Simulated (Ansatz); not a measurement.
This geometry of H₅OPSi (8 atoms, charge 0, multiplicity 1) is a first-order saddle point.

Theory: Ansatz 0.2.0, RKS PBE/def2-mTZVP.

```xyz
8
Properties=species:S:1:pos:R:3
O -1.508 0.320 -1.164
P -0.547 1.178 -0.032
Si 0.551 -0.638 0.854
H -1.354 0.656 -2.067
H 0.587 1.509 -0.873
H 1.611 -0.126 1.785
H 1.178 -1.501 -0.198
H -0.426 -1.455 1.639
```

(1) Which two structures does it join? (They come from a converged band through this point; their orientation in space is the band's.)

(2) How far does it lie above each of them?

Results:

(1) No bond is made or broken. The dihedral H4–O1–P2–Si3 goes from 137 to -46°.

Image 0:

```xyz
8
Properties=species:S:1:pos:R:3
O -1.111 0.286 -1.534
P -0.449 1.131 -0.203
Si 0.559 -0.634 0.848
H -2.019 0.618 -1.664
H 0.779 1.566 -0.826
H 1.518 -0.063 1.850
H 1.298 -1.532 -0.097
H -0.483 -1.430 1.570
```

Image 6:

```xyz
8
Properties=species:S:1:pos:R:3
O -1.387 0.567 -1.436
P -0.602 1.254 -0.098
Si 0.396 -0.577 0.863
H -0.814 -0.049 -1.933
H 0.639 1.694 -0.702
H 1.476 -0.108 1.792
H 0.999 -1.476 -0.180
H -0.614 -1.362 1.639
```

(2) 0.138 eV above the first and 0.116 eV above the second. This is the barrier of this one path; another mechanism may lie lower.

Time of the run: 100 s on 1 thread of Arm Neoverse V1, with other jobs on the host, peak memory 0.14 GiB.
